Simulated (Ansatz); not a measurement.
# C₂H₄FN: small, medium and large basis sets

An exercise on one series of results from a longer session: the logs are not shown, and one member is left open.

Program: Ansatz 0.2.0, Gaussian basis. Level of theory: one geometry, several basis sets. These are calculated values, not measurements.

Levels to be run: PBE0-D4/def2-SVP; ωB97M-V/def2-SVP; PBE0-D4/def2-QZVPP; ωB97M-V/def2-QZVPP; the functionals' def2-TZVPP values are taken from earlier runs.

**The relaxed structure**

All runs share one geometry, relaxed beforehand with PBE0-D4 in a triple-zeta def2 set.

SMILES `C/N=C\F`, 8 atoms, charge 0, spin multiplicity 1.

Atoms are counted from 1 here; the program's logs count them from 0.

Bond lengths: C1–N2 1.443 Å, C1–H5 1.093 Å, C1–H6 1.092 Å, C1–H7 1.092 Å, N2–C3 1.239 Å, C3–F4 1.349 Å, C3–H8 1.086 Å. Angles: N2–C1–H5 114.5°, N2–C1–H6 108.4°, N2–C1–H7 108.4°, H5–C1–H6 109.1°, H5–C1–H7 109.2°, H6–C1–H7 106.8°, C1–N2–C3 121.5°, N2–C3–F4 125.3°, N2–C3–H8 124.0°, F4–C3–H8 110.7°.

Coordinates:

```xyz
8
C2H4FN
C    -0.06074    0.99825   -0.27356
N     0.55402   -0.01698    0.54662
C     0.23353   -1.20931    0.44850
F    -0.69221   -1.70014   -0.40131
H    -0.79854    0.62088   -0.98589
H    -0.53798    1.73002    0.38235
H     0.72583    1.52651   -0.81691
H     0.66830   -2.00643    1.04430
```

Set-up of the first run:

Input file in.yaml:

```yaml
crystal:
  periodic: [false, false, false]
  atoms:
    - {symbol: C, position_ang: [-0.060742, 0.998246, -0.273558]}
    - {symbol: N, position_ang: [0.554016, -0.016982, 0.546624]}
    - {symbol: C, position_ang: [0.233525, -1.209306, 0.448503]}
    - {symbol: F, position_ang: [-0.692210, -1.700137, -0.401314]}
    - {symbol: H, position_ang: [-0.798538, 0.620878, -0.985888]}
    - {symbol: H, position_ang: [-0.537983, 1.730019, 0.382346]}
    - {symbol: H, position_ang: [0.725834, 1.526511, -0.816913]}
    - {symbol: H, position_ang: [0.668300, -2.006429, 1.044301]}
basis:
  gaussian: {orbitals: def2-SVP}
hamiltonian: {xc: pbe0, dispersion: d4}
output: {orbitals: {seedname: orbitals}}
```

Run with:

```console
$ ansatz run in.yaml --threads 2 --pin off --events-out ev --progress --plain --max-ram 4352MiB
```

Among the steps run: PBE0-D4 in def2-SVP; ωB97M-V in def2-SVP; PBE0-D4 in def2-QZVPP; ωB97M-V in def2-QZVPP.

One table of the session follows, with a row left open; its other results are not shown here.

It belongs to the step «Functionals by basis». 

| functional | basis | HOMO (eV) | LUMO (eV) |
| --- | --- | --- | --- |
| PBE0-D4 | def2-SVP | -7.86 | 0.37 |
| PBE0-D4 | def2-TZVPP | ? | ? |
| PBE0-D4 | def2-QZVPP | -8.10 | 0.03 |
| ωB97M-V | def2-SVP | -10.23 | 2.73 |
| ωB97M-V | def2-TZVPP | -10.46 | 2.37 |
| ωB97M-V | def2-QZVPP | -10.49 | 2.11 |

Estimate the missing values for PBE0-D4, def2-TZVPP.

**Answer.** HOMO (eV): -8.07; LUMO (eV): 0.12. In the column «HOMO (eV)» it lies between PBE0-D4, def2-QZVPP (-8.10) and PBE0-D4, def2-SVP (-7.86).
